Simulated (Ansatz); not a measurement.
Relaxation of CHCl$_{2}$ (4 atoms, charge -1, multiplicity 1), to a largest force component of 0.015 eV/Å in at most 40 steps.

All numbers below come from RKS r2SCAN-D4/def2-mTZVP (Ansatz).

```xyz
4
Properties=species:S:1:pos:R:3:forces:R:3
Cl -1.516 0.321 -0.479 -1.24 0.33 0.02
C 0.301 0.036 -0.445 1.21 0.77 -1.00
Cl 0.568 -1.291 0.800 0.27 -0.84 0.94
H 0.647 0.934 0.125 -0.23 -0.26 0.05
```

Where does it end, and by what steps?

It converged. Limits of this set-up: an anion without diffuse functions, the dipole of an ion depends on the origin. After 6 steps the energy has fallen by 0.165 eV; Cl3 moved furthest, 0.09 Å.

```json
{"step": "0", "energy less start (eV)": "0.0000", "largest force component (eV/Å)": "1.240", "accepted": "yes"}
{"step": "1", "energy less start (eV)": "-0.0874", "largest force component (eV/Å)": "0.932", "accepted": "yes"}
{"step": "2", "energy less start (eV)": "-0.1585", "largest force component (eV/Å)": "0.206", "accepted": "yes"}
{"step": "3", "energy less start (eV)": "-0.1555", "largest force component (eV/Å)": "0.426", "accepted": "no"}
{"step": "4", "energy less start (eV)": "-0.1643", "largest force component (eV/Å)": "0.041", "accepted": "yes"}
{"step": "5", "energy less start (eV)": "-0.1647", "largest force component (eV/Å)": "0.016", "accepted": "yes"}
{"step": "6", "energy less start (eV)": "-0.1647", "largest force component (eV/Å)": "0.001", "accepted": "yes"}
```

```xyz
4
Properties=species:S:1:pos:R:3
Cl -1.582 0.379 -0.493
C 0.349 0.045 -0.512
Cl 0.623 -1.328 0.860
H 0.611 0.905 0.145
```

The run took 19 s on 1 CPU thread of a shared host.
